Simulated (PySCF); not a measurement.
The numbers below are computed, except where a source is named.
A vibrational averaging run on Formaldehyde, CH2O, SMILES C=O. A sound run at B3LYP/pcJ-1 gave B0 = 281615, 38896, 34042 MHz, harmonic ZPE 5829 cm⁻¹, lowest mode 1201 cm⁻¹ and averaged shieldings -22.70, -494.25, 21.20, 21.20 ppm.

Input of the run in question:

```
{"job": {"xc": "B3LYP", "basis": "pcJ-1", "j": true, "grid": 2, "temperatures": [200, 500], "delta": 0.01, "kind": "iso"}, "charge": 0, "multiplicity": 1}
C      0.005066     0.005688    -0.022747
O      1.187514    -0.202333    -0.046169
H     -0.737825    -0.815817     0.012647
H     -0.413819     1.031553    -0.035147
```

Command: OMP_NUM_THREADS=1 python ens_run.py task.json out

Output:

```
parent
  Be/MHz 284914.455 39030.902 34328.222
  B0/MHz 281421.712 39108.687 34203.546
  ZPE/cm-1 5829.1
  <sigma>(0 K)/ppm -13.348 -514.137 21.239 21.293
2H at atom 2
  Be/MHz 199720.607 35028.146 29801.405
  B0/MHz 198089.776 34995.479 29620.98
  ZPE/cm-1 5210.3
  <sigma>(0 K)/ppm -13.251 -510.394 21.355 21.339
```

Q: What is doubtful here, and how much did it matter?

A: The setting at fault: displacement step far too small, numerical noise dominates. The isotope effects on the shieldings at 0 K read 98, 3744, 116, 45 ppb against 202, 177, 94, 20 ppb in the sound run, and B0 − Be of the smallest constant -125 against -286 MHz.
